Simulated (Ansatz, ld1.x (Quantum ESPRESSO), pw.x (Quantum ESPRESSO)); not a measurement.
**K (Z = 19): does the PAW potential hold in the solid?**

potassium, PAW, made with ld1.x (Quantum ESPRESSO) 7.5 (PBE, scalar-relativistic). Core [Ne], reference 3s2 3p6 4s1 4p0. Waves: 3s (bound): rcut 1.80, rcutus 2.45 bohr; 4s (bound): rcut 1.80, rcutus 2.45 bohr; 3p (bound): rcut 2.00, rcutus 2.25 bohr; 4p (bound, empty): rcut 2.00, rcutus 2.25 bohr; 3d channel at 0.25 Ry: rcut 1.90, rcutus 2.30 bohr. Local part: all-electron potential smoothed inside 1.95 bohr (lloc = -2). Core correction: Bessel-smoothed model core inside 1.20 bohr. Augmentation charge: BESSEL, radius 1.50 bohr.

Atomic tests: cutoffs needed: 15 Ry and 25 Ry (the cutoffs (Ry, on a coarse ladder) from which the occupation-weighted sum of valence levels, in a spherical-Bessel basis at the reference potential, stays within 10 and 1 mRy of its value at 400 Ry); ghost test: no extra level below or beside the all-electron valence levels (s, p, d, f tested) (spherical-Bessel basis up to 400 Ry, 20 bohr box); configuration tests: test run stopped at test 4 of 5 (negative rho).

Crystal test: bcc K in pw.x 7.5, no spin, 9³ k-points, Fermi–Dirac smearing 0.01 Ry, cutoffs 40/320 Ry. The reference is all-electron LAPW (Ansatz 0.2.0) with the same functional, mesh and smearing; V0 and B0 come from Birch–Murnaghan fits to the pressures at five volumes. Errors are pseudo minus all-electron; Δ is the rms difference of the E(V) curves that follow from these fits, minima aligned, over ±6 % about the mean V0. Mesh and smearing are coarse, so the numbers serve the comparison and aren't converged zero-temperature values; the lattice is a test structure that the element need not adopt.

| V (Å³/atom) | P all-electron (GPa) | P pseudo (GPa) |
| --- | --- | --- |
| 70.599 | 0.19 | 0.16 |
| 72.457 | 0.08 | 0.05 |
| 74.315 | -0.01 | -0.04 |
| 76.173 | -0.09 | -0.12 |
| 78.031 | -0.16 | -0.19 |

All-electron: a0 = 5.292 Å (V0 = 74.09 Å³/atom), B0 = 3.5 GPa.

Pseudopotential: mean pressure error (GPa): -0.03; a0 (Å): 5.277; a0 error (%): -0.27; B0 error (%): +3.2; Δ (meV/atom): 0.5. Atomic configuration tests: test run stopped at test 4 of 5 (negative rho).

At the middle volume, how do free energy and pressure move when the wave cutoff is lowered (ecutrho held at 320 Ry)?

```
cutoff (Ry)  shift of F (meV/atom)  shift of P (GPa)
         18                  +40.6             -0.09
         24                  +14.9             -0.13
         32                   +1.4             +0.01
```

The run at the middle volume (35 k-points, 8 iterations) took about 12 s on one core of a shared host (Intel(R) Xeon(R) 6975P-C, 64 threads, 248 GiB, load 26).
